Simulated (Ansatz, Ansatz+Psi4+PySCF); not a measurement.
```xyz
9

C     0.0000    1.1657   -0.1999
O     0.0000    0.0000    0.6001
C     0.0000   -1.1657   -0.1999
H     0.0000    2.0178    0.4802
H     0.8918    1.2143   -0.8405
H    -0.8918    1.2143   -0.8405
H     0.0000   -2.0178    0.4802
H    -0.8918   -1.2143   -0.8405
H     0.8918   -1.2143   -0.8405
```

Basis set: cc-pVTZ (spherical functions). Frozen core: 3 orbitals. Charge 0, multiplicity 1.

Computed with Ansatz (development build ahead of 0.2.0); each method stands on the lowest determinant of its kind that the runs found. Restricted open shells among the atoms or ions are ROHF, correlated in semicanonical orbitals with singles.

Problem. Give the atomization energy at this shape (free ground-state atoms in the same class of orbitals less the molecule, no zero-point energy) of singlet C2H6O by RHF-MP2, RHF.

Solution.

```json
{"method": "RHF-MP2", "atomization energy": "34.12 eV"}
{"method": "RHF", "atomization energy": "25.79 eV"}
```
